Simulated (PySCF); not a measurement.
Gas-phase reaction: 6 CH3SiH → Si(CH3)4 + C2H2 (acetylene) + 5 SiH2

Energies from PySCF (xtb for GFN2), thermal terms from the rigid-rotor harmonic-oscillator model, ideal gas at 1 bar. † marks an energy on the PBE0/def2-TZVP geometry and frequencies; other levels use their own. MP2 freezes the core. 6-31G* has spherical d functions here. All species are closed-shell singlets. B3LYP is the form with VWN-RPA correlation. CH3SiH: computed as isolated molecules; such fragments, hydroxides, amides, oligomers or adducts are transient or little studied in the gas. MP2 isn't extrapolated to the basis-set limit; its ΔH°(298 K) is 93.8 kJ in def2-SVP and 97.8 kJ in def2-TZVPP. The harmonic model lacks anharmonicity and excited electronic states, which grow with temperature; levels with a mode under 35 cm⁻¹ are left out. Internal rotation in CH3SiH, Si(CH3)4 is treated as a harmonic vibration of one conformer, which makes the entropy rough.

```tsv
level	ΔE electronic, kJ	ΔH°(298 K), kJ	ΔS°(298 K), J/K	ΔG°(2000 K), kJ
B3LYP/def2-TZVP†	151	114	27	44
GFN2-xTB	118	78	60	-71
HF/6-31G*	129	88	42	-16
HF/def2-TZVP†	101	64	27	-5
M06-2X/def2-TZVP†	165	128	27	59
MP2/def2-SVP†	131	94	27	24
MP2/def2-TZVPP†	135	98	27	29
PBE0/def2-SVP†	198	160	27	91
r2SCAN/def2-TZVP†	172	134	27	65
ωB97X-V/def2-TZVP†	155	118	27	49
```
ΔH° is lowest at HF/def2-TZVP† and highest at PBE0/def2-SVP†. No reference value is set beside these.
